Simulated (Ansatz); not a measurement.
# Property card for LiPt2

Computed with DFT r2SCAN, scalar-relativistic, plane waves, PAW in Ansatz 0.2.0.

Cutoff 500 eV; k points 8×8×8 on the computed 6-atom cell (Γ-centred); Gaussian smearing, width 0.10 eV; no spin polarisation.

The structure is relaxed at this level of theory with its symmetry kept. Whether it is the stable form of this composition wasn't checked.

Symmetry: Fd-3m, No. 227, cubic system. Conventional cell: a = 7.380 Å, b = 7.380 Å, c = 7.380 Å, α = 90.00°, β = 90.00°, γ = 90.00°. Li (site symmetry -43m) is surrounded by 12 Pt at 3.06 Å and 4 Li at 3.20 Å. Around Pt (site symmetry -3m) lie 6 Pt at 2.61 Å.

```json
{
 "Volume per atom": "16.75 Å³",
 "Formation energy from the elements' standard states (uncorrected)": "-0.460 eV/atom",
 "Generalised Kohn–Sham band gap": "none (metal)",
 "Density of states at the Fermi level": "2.06 states/eV per cell",
 "Löwdin character within 0.5 eV of the Fermi level": "Pt 5d 83 %, Pt 6s 9 %, unprojected 6 %",
 "Bulk modulus": "149 GPa",
 "Its pressure derivative": "5.1",
 "Bader charges (e)": "Li (2 in the cell) 0.90, Pt (4 in the cell) -0.45"
}
```

Spin-orbit coupling is left out, which matters for the bands of heavy elements.

Cost: 9 runs of about 4 core-minutes in all, on Arm Neoverse V2 (shared hosts).